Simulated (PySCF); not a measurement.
Converging CO in the basis (MP2)

PySCF, RHF reference; singlet, unpaired electrons none; De to C + O without counterpoise correction. Frozen cores follow the default of each basis and core potential.

| basis | relativity | functions | Re (Å) | ωe (cm⁻¹) | De (eV) | frozen orbitals |
| --- | --- | --- | --- | --- | --- | --- |
| 6-31G(d,p) | no relativity | 28 | 1.152 | 2119 | 11.08 | 2 |
| jorge-DZP-DKH | spin-free X2C | 30 | 1.152 | 2102 | 10.90 | 2 |
| 6-311G(d,p) | no relativity | 36 | 1.139 | 2136 | 11.20 | 2 |
| aug-pcseg-1 | no relativity | 46 | 1.147 | 2112 | 11.32 | 2 |
| cc-pVTZ | no relativity | 60 | 1.138 | 2121 | 11.49 | 2 |
| def2-TZVPP | no relativity | 62 | 1.137 | 2123 | 11.51 | 2 |
| def2-TZVPPD | no relativity | 77 | 1.138 | 2117 | 11.51 | 2 |

(1) How does each smaller set differ from the one with most functions, def2-TZVPPD?

Correlated steps freeze 2 core orbitals. Correlated levels converge slowly with the basis: in double zeta they bind strong bonds too weakly, by up to about 1 eV, and carry superposition errors of some tenths. Where the molecule has an RHF reference, its open-shell atoms are computed with UHF.

Results:

(1) 6-31G(d,p): +1.4 pm, +0.1 % in ωe, -0.43 eV in De; jorge-DZP-DKH: +1.4 pm, -0.7 % in ωe, -0.61 eV in De; 6-311G(d,p): +0.1 pm, +0.9 % in ωe, -0.31 eV in De; aug-pcseg-1: +0.9 pm, -0.2 % in ωe, -0.19 eV in De; cc-pVTZ: +0.0 pm, +0.2 % in ωe, -0.02 eV in De; def2-TZVPP: -0.1 pm, +0.3 % in ωe, +0.00 eV in De. All at MP2; the set with most functions is neither the basis-set limit nor always the best. The rows treat relativity differently, so the differences are not basis effects alone.
